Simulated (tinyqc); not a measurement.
Worked calculation: extended Hueckel theory, for SiH4. One step of it, computed by the program tinyqc.

Task: Wolfsberg-Helmholz matrix. H_ij = K' S_ij (H_ii + H_jj)/2 for i != j (the diagonal keeps H_ii), with K' = 1.5.

overlap S, lower triangle:
```
           1Si 3s    1Si 3px    1Si 3py    1Si 3pz     2H 1s     3H 1s     4H 1s     5H 1s
1Si 3s   1.000000
1Si 3px  0.000000   1.000000
1Si 3py  0.000000   0.000000   1.000000
1Si 3pz  0.000000   0.000000   0.000000   1.000000
2H 1s    0.413769   0.300799   0.300799   0.300799  1.000000
3H 1s    0.413769   0.300799  -0.300799  -0.300799  0.049443  1.000000
4H 1s    0.413769  -0.300799   0.300799  -0.300799  0.049443  0.049443  1.000000
5H 1s    0.413769  -0.300799  -0.300799   0.300799  0.049443  0.049443  0.049443  1.000000
```

diagonal H_ii (eV): 1Si 3s -17.300000, 1Si 3px -9.200000, 1Si 3py -9.200000, 1Si 3pz -9.200000, 2H 1s -13.600000, 3H 1s -13.600000, 4H 1s -13.600000, 5H 1s -13.600000

K = 1.500000

Give: H.

Result:

H (eV), lower triangle:
```
          1Si 3s  1Si 3px  1Si 3py  1Si 3pz    2H 1s    3H 1s    4H 1s    5H 1s
1Si 3s   -17.300
1Si 3px    0.000   -9.200
1Si 3py    0.000    0.000   -9.200
1Si 3pz    0.000    0.000    0.000   -9.200
2H 1s     -9.589   -5.144   -5.144   -5.144  -13.600
3H 1s     -9.589   -5.144    5.144    5.144   -1.009  -13.600
4H 1s     -9.589    5.144   -5.144    5.144   -1.009   -1.009  -13.600
5H 1s     -9.589    5.144    5.144   -5.144   -1.009   -1.009   -1.009  -13.600
```
